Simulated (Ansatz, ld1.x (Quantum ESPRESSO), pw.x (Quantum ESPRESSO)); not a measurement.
# What a changed setting does to a pw.x run (sc Os)

Potential: norm-conserving Troullier–Martins (Kleinman–Bylander form), ld1.x (Quantum ESPRESSO) 7.5, PBEsol; core [Xe] 4f14, reference 5d6 6s2 6p0; waves: 6s (bound): rc 1.85 bohr; 6p (bound, empty): rc 3.75 bohr; 5d (bound): rc 1.70 bohr; 5f channel at 0.45 Ry: rc 3.40 bohr; local part: the f channel; core correction: a·sin(br)/r model core inside 1.50 bohr.

The reference run (k-mesh 13³, cutoffs 85/340 Ry, Fermi–Dirac 0.01 Ry, mixing_beta 0.4, conv_thr 1e-9, no spin) gives -4.06 GPa at 16.223 Å³/atom, where all-electron LAPW gives -0.01 GPa. This run, with its own iteration cap, changes k-mesh points per axis to 2.

```
&control
  calculation='scf', prefix='x', pseudo_dir='./', outdir='./tmp', tstress=.true., disk_io='none'
/
&system
  ibrav=0, nat=1, ntyp=1, ecutwfc=85, ecutrho=340, nbnd=11,
  occupations='smearing', smearing='fd', degauss=0.01
/
&electrons
  conv_thr=1e-09, mixing_beta=0.4, electron_maxstep=60
/
ATOMIC_SPECIES
Os 1.0 Os.UPF
CELL_PARAMETERS angstrom
  2.53149490 0.00000000 0.00000000
  0.00000000 2.53149490 0.00000000
  0.00000000 0.00000000 2.53149490
ATOMIC_POSITIONS crystal
Os 0.0000 0.0000 0.0000
K_POINTS automatic
2 2 2 0 0 0
```

```bash
pw.x < Os.scf.in > Os.scf.out
```

Task: How does the run end?

Result: It converges in 7 iterations; the free energy moves by -1.04 eV/atom and the pressure by -21.34 GPa.

```
Message from routine setup:
     using ibrav=0 with symmetry is DISCOURAGED, use correct ibrav instead
     lattice parameter (alat)  =       4.7838  a.u.
     unit-cell volume          =     109.4782 (a.u.)^3
     number of electrons       =         8.00
     number of Kohn-Sham states=           11
     kinetic-energy cutoff     =      85.0000  Ry
     charge density cutoff     =     340.0000  Ry
     scf convergence threshold =      1.0E-09
     Exchange-correlation= PBESOL
     number of k points=     4  Fermi-Dirac smearing, width (Ry)=  0.0100
     iteration #  1     ecut=    85.00 Ry     beta= 0.40
     total energy              =     -39.91356106 Ry
     estimated scf accuracy    <       0.01713718 Ry
     iteration #  2     ecut=    85.00 Ry     beta= 0.40
     total energy              =     -39.91318152 Ry
     estimated scf accuracy    <       0.00288688 Ry
     iteration #  3     ecut=    85.00 Ry     beta= 0.40
     total energy              =     -39.91365974 Ry
     estimated scf accuracy    <       0.00016101 Ry
     iteration #  4     ecut=    85.00 Ry     beta= 0.40
     total energy              =     -39.91366491 Ry
     estimated scf accuracy    <       0.00001505 Ry
     iteration #  5     ecut=    85.00 Ry     beta= 0.40
     total energy              =     -39.91366744 Ry
     estimated scf accuracy    <       0.00000004 Ry
     iteration #  6     ecut=    85.00 Ry     beta= 0.40
     total energy              =     -39.91366745 Ry
     estimated scf accuracy    <       0.00000001 Ry
     iteration #  7     ecut=    85.00 Ry     beta= 0.40
     the Fermi energy is    15.6293 ev
!    total energy              =     -39.91366745 Ry
     estimated scf accuracy    <          4.1E-11 Ry
     smearing contrib. (-TS)   =      -0.00693469 Ry
     The total energy is F=E-TS. E is the sum of the following terms:
     one-electron contribution =      13.52800404 Ry
     hartree contribution      =       1.70683244 Ry
     xc contribution           =     -17.18307971 Ry
     ewald contribution        =     -37.95848953 Ry
     convergence has been achieved in   7 iterations
          total   stress  (Ry/bohr**3)                   (kbar)     P=     -254.09
     Message from routine punch:
     Nothing written, as per user request (disk_io='none')
```

The run took about 0.8 s on one core of a shared host (Neoverse-V2, 96 threads, 742 GiB, load 80).
